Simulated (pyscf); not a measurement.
Thermochemistry of product channels of HO–Zn–Cl (SMILES [OH][Zn][Cl]) + H₂Se (SMILES [SeH2]) on the singlet surface, in kcal/mol, from ωB97M-D3(BJ)/def2-TZVP energies (ideal gas, 1 atm, RRHO with modes under 100 cm⁻¹ raised to 100, one conformer, R ln 2 for chiral ones without a mode under 150 cm⁻¹). PySCF, gas phase, ωB97X-D3(BJ)/def2-SVP geometries.

```json
[
 {"products": "HO–Zn–SeH (SMILES [OH][Zn][SeH]) + HCl (SMILES Cl)", "ΔE": "+4.7", "ΔH(298 K)": "+5.0", "ΔG(600 K)": "+4.8", "ΔG(900 K)": "+4.4"},
 {"products": "Cl–Zn–O–SeH (SMILES [Cl][Zn][O][SeH]) + H₂ (SMILES [H][H])", "ΔE": "+32.7", "ΔH(298 K)": "+30.2", "ΔG(600 K)": "+34.2", "ΔG(900 K)": "+35.5"}
]
```

These are energies of the channels, which say nothing of barriers. Elements up to Kr have no core potential and no relativistic terms here.
